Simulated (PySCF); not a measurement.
**formaldehyde: adiabatic energies of losing or gaining an electron at several levels**

Structure: `C=O` (CH2O).

All levels share the PBE0-D3(BJ)/ma-def2-SVP structures and the PBE0-D3(BJ)/ma-def2-SVP thermal terms; only the single-point energies (PySCF) change. Values are adiabatic energies of losing or gaining an electron (0 K, eV).

| level | ionisation energy to the radical cation | abs. error | time |
| --- | --- | --- | --- |
| HF/jun-cc-pV(T+d)Z | 9.40 | 1.49 | 2.2 s |
| CCSD(T)/jun-cc-pV(T+d)Z | 10.79 | 0.10 | 9.1 min |
| CAM-B3LYP-D3(BJ)/ma-def2-TZVP | 10.80 | 0.09 | – |
| MP2/jun-cc-pV(T+d)Z | 11.22 | 0.33 | 15 s |
| ATcT 1.112 | 10.89 |  |  |

Times are wall times for all single points of a level on 1 thread of Arm Neoverse V2, a shared host; the dash marks the run that also made the structures.

Hartree-Fock leaves out electron correlation, so its ionisation energies and electron affinities from energy differences come out too low, often by 1 eV or more.

The spread: 1.82 eV, from 9.40 to 11.22.
